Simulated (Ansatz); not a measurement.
# How far each method lies from UCCSDT(Q) for [AlH$_{2}$···H···NH], triplet

Geometry: a point of a hydrogen-transfer path between rigid fragments, not a stationary point.

```xyz
6

Al   -1.1401    0.0225    0.0000
H    -1.9331    1.3959    0.0000
H    -1.9331   -1.3509    0.0000
H     0.3349    0.0225    0.0000
N     2.2679    0.0225    0.0000
H     2.5369   -0.9817    0.0000
```

Basis cc-pVDZ; Ansatz 0.2.0. Correlated methods freeze the noble-gas cores, which leaves 12 electrons in 46 orbitals. Prefix R: restricted or restricted open-shell reference; prefix U: unrestricted. Active spaces: pair = (4e, 4o) about the gap.

Full CI isn't at hand for all of this; UCCSDT(Q) serves as the reference, and is uncertain by about the last step of the cluster series. The frozen core follows each run's orbitals, which can shift R against U totals by a few meV.

For open shells CISD is restricted-active-space CI with the open shells as a complete middle space.

* UHF ⟨S²⟩: 2.016
* T1 diagnostic (RCCSD): 0.0168
* largest doubles amplitude (RCCSD): 0.031
* T1 diagnostic (UCCSD): 0.0109

```csv
level,E − E(UCCSDT(Q)) (kcal/mol),share of correlation (%),wall time
RHF,151.00,0.00,–
UHF,146.38,3.06,–
RMP2,30.08,80.08,–
UMP2,30.02,80.12,–
CISD,13.26,91.22,6.5 s
RCCSD,2.62,98.27,–
UCCSD,2.54,98.32,–
RCCSD(T),0.60,99.60,2.1 s
UCCSD(T),0.57,99.62,1.6 s
BCCD(T),0.60,99.61,2.3 s
RCCSDT,0.13,99.91,–
UCCSDT,0.10,99.93,–
RCCSDT(Q),0.03,99.98,62 s
CASSCF (pair space),136.40,9.67,–
NEVPT2 (pair space),28.19,81.33,2.5 s
```

The correlation energy at UCCSDT(Q), counted from RHF, is -6.548 eV. That run took 53 s on 1 thread of Arm Neoverse V1, shared host.

Times hold each run's SCF and search for its determinant on a shared host, so for small cases they say little of a method's own cost; they ran on 1 thread of Arm Neoverse V1.
